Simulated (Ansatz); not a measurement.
**BH2SCl (SMILES SBCl): CCSD/STO-3G**

Aim: the energy change on altering one bond length of BH2SCl at CCSD/STO-3G, from 2 runs. 

The calculation is run with Ansatz 0.2.0.

61 further runs of the same task are left out: 1 that didn't finish, 60 set aside as unsound or not needed.

**1. The molecule**

BH2SCl: 5 atoms, total charge 0, spin state singlet. SMILES: `SBCl`. Geometry: relaxed at PBE0-D4/def2-TZVP. This is one conformer, not always the lowest.

Bond lengths: S1–B2 1.779 Å, B2–Cl3 1.745 Å, S1–H4 1.343 Å, B2–H5 1.189 Å. Angles: S1–B2–Cl3 118.6°, S1–B2–H5 122.1°, Cl3–B2–H5 119.3°, B2–S1–H4 96.0°.

**2. The energy at CCSD/STO-3G**

Input file in.yaml:

```yaml
crystal:
  periodic: [false, false, false]
  atoms:
    - {symbol: S, position_ang: [-1.294500, -0.008800, -0.323500]}
    - {symbol: B, position_ang: [0.402900, -0.217800, 0.164700]}
    - {symbol: Cl, position_ang: [0.888700, -1.738900, 0.868900]}
    - {symbol: H, position_ang: [-1.157600, 1.248200, -0.777100]}
    - {symbol: H, position_ang: [1.210400, 0.643400, 0.025700]}
basis:
  gaussian: {orbitals: STO-3G}
correlation: {method: ccsd, frozen_orbitals: {B: 1, Cl: 5, H: 0, S: 5}}
accuracy: high
scf: {omitted_lower_state_checks: [cluster_reference, increment]}
```

Run with:

```console
$ ansatz run in.yaml --threads 1 --pin off --max-ram 2610MiB --events-out events.jsonl --progress --plain --runs-dir runs
```

The program printed (excerpt; [...] marks lines left out):

```text
Warning: RAYON_NUM_THREADS=1 ignored (pool sized by the plan → 1); use --threads N
Functional definition: HF
  name "HF"
[...]
450 factors; integrals over basis functions are off by at most 2.0e-8 eV
[...]
mean field -23765.22755300 eV, -873.3560039230 hartree, gradient 9.7e-8 eV, S^2 0.000000; 0 other end points of the search recorded, 0 dependent functions left out
11 core orbitals not correlated: weight in the atoms' cores, before any rotation towards them, 1.000 or more for the frozen orbitals, at most 0.000 for the correlated occupied ones
reference -23765.22755300 eV, -873.3560039230 hartree; 9, 9 occupied and 5, 5 virtual orbitals, 450 factors
second order -2.03750500 eV of doubles, -0.00000000 eV of singles
cycle   1  -2.37498251 eV  change   -3.4e-1 eV  update   7.8e-2
[...]
cycle  18  -2.64004128 eV  change   9.3e-10 eV  update   2.2e-9
Total energy: -23767.86759429 eV, -873.4530236507 hartree
Checks for a lower state left out: cluster_reference, increment
```

Run time: 0.24 s. Hardware: 1 thread of Arm Neoverse V1, shared host.

**3. The distorted shape at the same level**

Input file job.yaml:

```yaml
crystal:
  periodic: [false, false, false]
  atoms:
    - {symbol: S, position_ang: [-1.328728, -0.323082, -0.210089]}
    - {symbol: B, position_ang: [0.368672, -0.532082, 0.278111]}
    - {symbol: Cl, position_ang: [0.854472, -2.053182, 0.982311]}
    - {symbol: H, position_ang: [-1.157600, 1.248200, -0.777100]}
    - {symbol: H, position_ang: [1.176172, 0.329118, 0.139111]}
basis:
  gaussian:
    orbitals: STO-3G
accuracy: high
correlation:
  method: ccsd
  frozen_orbitals: {B: 1, Cl: 5, H: 0, S: 5}
scf:
  omitted_lower_state_checks: [cluster_reference, increment]
```

Run with:

```console
$ ansatz run job.yaml --threads 1 --pin off --max-ram 2610MiB --events-out events.jsonl --progress --plain --runs-dir runs
```

The program printed (excerpt; [...] marks lines left out):

```text
Warning: RAYON_NUM_THREADS=1 ignored (pool sized by the plan → 1); use --threads N
Functional definition: HF
  name "HF"
[...]
449 factors; integrals over basis functions are off by at most 7.2e-9 eV
[...]
mean field -23763.75971841 eV, -873.3020619966 hartree, gradient 1.5e-8 eV, S^2 0.000000; 0 other end points of the search recorded, 0 dependent functions left out
11 core orbitals not correlated: weight in the atoms' cores, before any rotation towards them, 1.000 or more for the frozen orbitals, at most 0.000 for the correlated occupied ones
reference -23763.75971841 eV, -873.3020619966 hartree; 9, 9 occupied and 5, 5 virtual orbitals, 449 factors
second order -2.35803110 eV of doubles, -0.00000000 eV of singles
cycle   1  -2.80906437 eV  change   -4.5e-1 eV  update   9.2e-2
[...]
cycle  21  -3.18653991 eV  change    1.9e-9 eV  update  6.0e-10
Total energy: -23766.94625832 eV, -873.4191651785 hartree
Checks for a lower state left out: cluster_reference, increment
```

Wall time 0.24 s (1 thread of Arm Neoverse V1, shared host).

**4. Summary of results**

Level: CCSD/STO-3G, 11 core orbitals frozen.

| quantity | value |
| --- | --- |
| first shape: total energy | -873.45302 Eh |
| first shape: correlation energy (11 core orbitals frozen) | -97.0 mEh |
| first shape: T1 diagnostic | 0.019 |
| distorted shape: total energy | -873.41917 Eh |
| distorted shape: correlation energy (11 core orbitals frozen) | -117.1 mEh |
| distorted shape: T1 diagnostic | 0.020 |
| energy change with the S1–H4 bond stretched from 1.343 to 1.679 Å | 0.921 eV |

What this shows: With the S1–H4 bond stretched from 1.343 to 1.679 Å the energy rises by 0.92 eV (88.9 kJ/mol). The first shape isn't relaxed at this level, so the change isn't measured from a minimum. The minimal basis adds a large error of its own.
